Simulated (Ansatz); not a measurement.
Geometry optimisation, Ansatz 0.2.0, UKS PBE0/def2-SVP.

The input (input.yaml):

```yaml
crystal:
  periodic: [false, false, false]
  atoms:
    - { symbol: O, position_ang: [-1.2236, -0.3527, -0.2499] }
    - { symbol: B, position_ang: [-0.2889, 0.4031, 0.5425] }
    - { symbol: O, position_ang: [0.9801, -0.2014, 0.805] }
    - { symbol: H, position_ang: [-1.0123, -0.0138, -1.1959] }
    - { symbol: H, position_ang: [1.5945, 0.0912, 0.0568] }
magnetization:
  spin_polarized: true
  initial_magnetization: 1
basis:
  gaussian: { orbitals: def2-SVP }
hamiltonian:
  xc: pbe0
relax:
  f_tol: 0.02
  max_steps: 40
```

Command:

```bash
$ ansatz run input.yaml --threads 1 --pin off --max-ram 2048MiB --backend cpu --events-out ev --progress --plain --runs-dir out
```

Question: Where does it end, and by what steps?

Answer: The forces met the threshold. After 7 steps the energy has fallen by 1.341 eV; B2 moved furthest, 0.82 Å.

```csv
step,energy less start (eV),largest force component (eV/Å),accepted
0,0.0000,3.108,yes
1,-0.3717,1.403,yes
2,-0.7694,1.196,yes
3,-1.1053,0.847,yes
4,-1.3016,0.567,yes
5,-1.3407,0.030,yes
6,-1.3409,0.022,yes
7,-1.3410,0.016,yes
```

```xyz
5
Properties=species:S:1:pos:R:3
O -1.127 -0.363 -0.316
B 0.076 0.225 -0.169
O 0.982 -0.263 0.700
H -1.679 0.081 -0.965
H 1.797 0.246 0.709
```

Run time: 13 s on 1 thread of Arm Neoverse V2 (shared host), peak memory 0.11 GiB.
